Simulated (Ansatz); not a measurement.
SiClH3 (SiH3Cl), relaxed as a singlet with RKS r2SCAN-D4/def2-TZVP in Ansatz, starting from the GFN2-xTB geometry. Force threshold 0.02 eV/Å.

Start:

Cartesian coordinates in Å:
```
Si 0.057 -0.058 0.101
Cl -0.834 0.858 -1.451
H -0.725 0.210 1.302
H 1.407 0.478 0.231
H 0.095 -1.488 -0.183
```

Problem. Estimate the energy that the relaxation releases and the steps that it takes.

Solution. 0.8 kcal/mol, in 3 steps; 4.7 s on 2 threads of Arm Neoverse V2 on a shared host. No frequencies were taken in this run, so the end may be a saddle point.

Problem. Does the start keep its bonding and symmetry?

Solution. By distances, no bond broke or formed. The bond that changes most is Si1–Cl2, from 2.01 to 2.06 Å (atoms count from 1). Point group C3v at the start, C3v at the end, both within 0.05 Å.

Problem. Predict the relaxed structure.

Solution. 
| atom | x (Å) | y (Å) | z (Å) |
| --- | --- | --- | --- |
| Si1 | 0.057 | -0.058 | 0.099 |
| Cl2 | -0.856 | 0.881 | -1.486 |
| H3 | -0.730 | 0.209 | 1.323 |
| H4 | 1.428 | 0.479 | 0.241 |
| H5 | 0.101 | -1.512 | -0.176 |
Bond lengths: 1 × Cl–Si 2.06 Å; 3 × H–Si 1.48 Å.
